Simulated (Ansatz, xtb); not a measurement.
Relaxing a trial structure of ClH3Si2

The starting geometry of this gas-phase singlet has its atoms placed at random.

```
atom    x (Å)    y (Å)    z (Å)
  Cl   0.2637  -2.0976  -0.6198
  Si   1.3660   0.2009   0.2584
  Si  -0.3332   1.0449   0.3764
   H   1.2250   1.4925   0.6312
   H   0.8708  -0.5304  -0.9815
   H  -1.8065   0.6565   0.5155
```

Question: One run relaxed it with r2SCAN-D4/def2-SVP. What is a likely outcome?

Answer: It loosens into H2Si2 + ClH, which stay close as a complex. Distances that change by over a tenth: Si2–Si3 (1.90 → 2.12 Å), Si2–H4 (1.35 → 1.73 Å). Contacts that open: Si2–H5 (1.52 → 3.00 Å). Contacts that close: Cl1–H5 (1.72 → 1.30 Å).

The energy falls by 3.75 eV over 29 steps:

```tsv
step	E − E(last) (eV)
1	3.748
4	0.689
7	0.066
10	0.018
13	0.016
17	0.010
20	0.005
23	0.000
26	0.000
29	0.000
```

Final geometry (Å):

| atom | x (Å) | y (Å) | z (Å) |
| --- | --- | --- | --- |
| Cl | 0.1799 | -2.1072 | -1.5764 |
| Si | 1.8676 | 0.7999 | 1.0967 |
| Si | -0.2429 | 0.7490 | 0.9173 |
| H | 0.8068 | 1.6407 | 0.0157 |
| H | 0.6010 | -1.2835 | -0.6564 |
| H | -1.6265 | 0.9677 | 0.3833 |

From the same start GFN2-xTB ends elsewhere, differing in Cl1–Si3 (2.21 against 3.82 Å here), Cl1–H5 (3.55 against 1.30 Å here), Si2–H5 (1.47 against 3.00 Å here), Si3–H4 (3.65 against 1.65 Å here).

From so rough a start the end depends on the optimiser's path, so another program may land elsewhere. No frequencies were run, so the end isn't proven a minimum. Run with Ansatz 0.2.0, 110 s on 1 thread of Intel(R) Xeon(R) Processor @ 2.50GHz (Skylake/Cascade Lake), on a shared host.
